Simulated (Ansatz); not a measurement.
Run this with the Ansatz DFT code, driven from Python and show what comes out.

`conformers_c4h8s2.py`:
```python
# -*- coding: utf-8 -*-
"""Conformer energies of C4H8S2."""

from dataclasses import dataclass

import ansatz as az
from rdkit import Chem
from rdkit.Chem import AllChem


@dataclass(frozen=True)
class Options:
    basis: str = "6-31G*"
    xc: str = "r2scan"


settings = Options()


def main():
    rd = Chem.AddHs(Chem.MolFromSmiles("CSCC(C)=S"))
    ids = list(AllChem.EmbedMultipleConfs(rd, numConfs=20, randomSeed=158, pruneRmsThresh=0.4))
    field = [energy for _, energy in AllChem.MMFFOptimizeMoleculeConfs(rd)]
    distinct = {round(e, 2): i for i, e in zip(ids, field)}
    chosen = sorted(distinct.items())[:5]
    found = []
    for force_field, index in chosen:
        molecule = az.Crystal.molecule()
        for atom, xyz in zip(rd.GetAtoms(), rd.GetConformer(index).GetPositions()):
            molecule = molecule.atom(atom.GetSymbol(), xyz.round(5).tolist())
        calc = (
            molecule.calculation()
            .basis(gaussian=settings.basis)  # the orbital basis, by name
            .functional(settings.xc)
        )
        found.append(calc.run(threads=1).report["free_energy_ev"])
    print("conformer   MMFF (kcal/mol)   this level (eV)")
    for (force_field, index), e in zip(chosen, found):
        print(f"{index:9d} {force_field - chosen[0][0]:17.2f} {(e - min(found)):17.3f}")


if __name__ == "__main__":
    main()
```

```console
$ python conformers_c4h8s2.py
conformer   MMFF (kcal/mol)   this level (eV)
        3              0.00             0.000
        4              0.74             0.147
        5              2.59             0.123
        7              3.02             0.169
```

What to keep in mind:
- The settings weren't tested for convergence.
- The conformers keep their force-field geometries.
- Hardware and time: 38 s on 1 thread of Arm Neoverse V1, on a shared host, peak memory 0.31 GiB.
